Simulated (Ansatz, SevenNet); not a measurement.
Elastic constant C12 (GPa) of solids drawn from the class of intermetallic compounds, at two levels: the machine-learned potential SevenNet-l3i5 (trained on PBE and PBE+U data), and PBE (Ansatz, a quantum-chemistry and plane-wave program, PAW).

| solid | SevenNet-l3i5 | PBE | shift (%) |
|---|---|---|---|
| CsCl-type RuAl | 147 | 148 | +0.7 |
| fluorite AuAl₂ | 92.0 | 87.6 | -4.8 |
| L1₂ (Cu3Au-type) Ni₃Al | 164 | 149 | -9.1 |
| L1₂ (Cu3Au-type) Pt₃Ti | 195 | 181 | -7.2 |
| L1₂ (Cu3Au-type) Ni₃Fe | 162 | 153 | -5.6 |
| L1₂ (Cu3Au-type) Al₃Sc | 54.1 | 39.9 | -26 |
| antifluorite Mg₂Ge | 40.8 | 20.6 | -50 |
| fluorite PtAl₂ | 125 | 108 | -13.6 |
| CsCl-type PdIn | 115 | 101 | -12.2 |
| L1₂ (Cu3Au-type) Cu₃Au | 133 | 122 | -8.3 |

The shifts run from -50 % to +0.7 %, with a median of -8.7 %.

Over all 10 rows PBE is the larger in 1.

Ansatz's runs of these crystals have no spin polarisation, but for L1₂ (Cu3Au-type) Ni3Al, L1₂ (Cu3Au-type) Ni3Fe.

Density-functional runs with spin start from parallel moments for L1₂ (Cu3Au-type) Ni3Al, parallel moments for L1₂ (Cu3Au-type) Ni3Fe.

Spin–orbit coupling is left out, also for the solids with elements from indium on (fluorite AuAl2, L1₂ (Cu3Au-type) Pt3Ti, fluorite PtAl2, CsCl-type PdIn, L1₂ (Cu3Au-type) Cu3Au); its size isn't shown.

Each level is taken at its own relaxed cell. Ansatz's density-functional and Hartree–Fock values are scalar-relativistic unless marked +SOC, with PAW data made under PBE.
